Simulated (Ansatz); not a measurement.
All numbers were calculated with Ansatz.

A structure relaxed at PBE0-D4/def2-TZVP, charge 0, multiplicity 1:

```xyz
11

F     2.464    0.110   -0.749
C     1.188    0.044   -0.380
C     0.177   -0.471   -1.088
C    -1.055   -0.316   -0.260
C    -0.575    0.352    0.989
C     0.746    0.558    0.906
H     0.228   -0.916   -2.069
H    -1.820    0.288   -0.765
H    -1.529   -1.281   -0.038
H    -1.219    0.615    1.817
H     1.395    1.018    1.638
```

(1) Give its formula and SMILES.

(2) Point group (tolerance 0.08 Å, 0.16 Å for H)?

(3) Summarise the bond lengths by kind.

Answers

(1) C5H5F, `FC1=CCC=C1`.

(2) Cs.

(3) 1 × C–F 1.330 Å; 5 × C–C 1.337 to 1.495 Å; 5 × C–H 1.079 to 1.098 Å.
